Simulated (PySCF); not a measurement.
C3H3S2 (charge +1).
Geometry (PBE0-D3(BJ)/def2-SVP, Å), atoms numbered from 1 in this order:
```xyz
8
C3H3S2 angstrom
C     -1.0109    0.2391   -0.4102
C     -0.1211   -0.6381   -0.9452
S      1.3677   -0.7932   -0.1099
C      0.9990    0.3114    1.0886
S     -0.4992    1.0476    1.0121
H     -2.0041    0.4590   -0.8123
H     -0.2840   -1.2361   -1.8458
H      1.7090    0.5434    1.8898
```

All values: PBE0/pcSseg-1 and wB97X-D/def2-SVPD (PySCF, non-relativistic), on one gas-phase PBE0-D3(BJ)/def2-SVP geometry that isn't relaxed in the solvent. The solvent is an IEF-PCM continuum (van der Waals radii × 1.2). The model holds no explicit solvent molecules, cavitation or dispersion.

Gas phase at PBE0/pcSseg-1: HOMO -13.83 eV, LUMO -8.00 eV.

Problem. What does the continuum do to the energy and the frontier levels at PBE0/pcSseg-1 in chloroform?

Solution. 
| solvent | ε | E(solvent) − E(gas) (kcal/mol) | polarisation term (kcal/mol) | distortion of the solute (kcal/mol) | HOMO (eV) | LUMO (eV) |
| --- | --- | --- | --- | --- | --- | --- |
| chloroform | 4.711 | -45.72 | -45.80 | 0.08 | -10.05 | -4.24 |

Polarisation term: ½ Σ q·V over the induced surface charges. Distortion: the rise of the solute's own energy as its density leaves the gas-phase optimum.

Problem. Which radius a makes Born's formula ΔE = −(q²/2a)(1 − 1/ε) give the value in chloroform?

Solution. a = q²(1 − 1/ε)/(2|ΔE|) = 2.86 Å, with q = +1 e and |ΔE| = 0.0729 Eh; the farthest nucleus lies 2.61 Å from the centroid of the nuclei. The formula assumes a point charge at the centre of a sphere.

Problem. Which Mulliken charges (PBE0/pcSseg-1) respond most in chloroform (means over atoms taken as equivalent)?

Solution. 
```json
{"atoms": "C4", "environment": "aromatic CH next to a ring sulfur", "gas (e)": "-0.384", "solvent (e)": "-0.362", "change": "+0.022"}
{"atoms": "S3/S5", "environment": "ring sulfur", "gas (e)": "+0.545", "solvent (e)": "+0.527", "change": "-0.018"}
{"atoms": "C1/C2", "environment": "aromatic CH next to a ring sulfur", "gas (e)": "-0.211", "solvent (e)": "-0.205", "change": "+0.006"}
{"atoms": "H8", "environment": "aromatic hydrogen", "gas (e)": "+0.266", "solvent (e)": "+0.271", "change": "+0.005"}
{"atoms": "H6/H7", "environment": "aromatic hydrogen", "gas (e)": "+0.226", "solvent (e)": "+0.224", "change": "-0.002"}
```

Problem. How do the nuclear quadrupole coupling constants eQVzz/h respond in chloroform?

Solution. 
```csv
nucleus,Q (barn),gas (MHz),solvent (MHz),η gas,η solvent
33S at S3,-0.06781,-25.50,-25.43,0.14,0.12
33S at S5,-0.06781,-25.50,-25.43,0.14,0.12
```

Gas phase at wB97X-D/def2-SVPD: HOMO -15.56 eV, LUMO -6.21 eV.

Problem. What does the continuum do to the energy and the frontier levels at wB97X-D/def2-SVPD in chloroform?

Solution. 
```tsv
solvent	ε	E(solvent) − E(gas) (kcal/mol)	polarisation term (kcal/mol)	distortion of the solute (kcal/mol)	HOMO (eV)	LUMO (eV)
chloroform	4.711	-45.45	-45.54	0.09	-11.81	-2.48
```

Problem. How does the static polarisability (wB97X-D/def2-SVPD, frozen core, with the continuum's full static response) change?

Solution. 
| medium | isotropic (au) | principal values (au) | ⟨r²⟩ of the electrons (bohr²) |
| --- | --- | --- | --- |
| gas | 59.7 | 39.1, 66.1, 73.8 | 495.1 |
| chloroform | 76.6 | 48.7, 84.3, 96.9 | 495.3 |

The isotropic value in chloroform is 1.28 times the gas-phase one; no cavity-field correction is applied. ⟨r²⟩ is taken about the centre of nuclear charge.

The run took about 17 s of CPU time (one thread, shared machine). This is the whole shielding run at PBE0/pcSseg-1 in chloroform, SCF included.

Note: wB97X-D ran without an empirical dispersion term, which enters the total energy and its gradient alone.
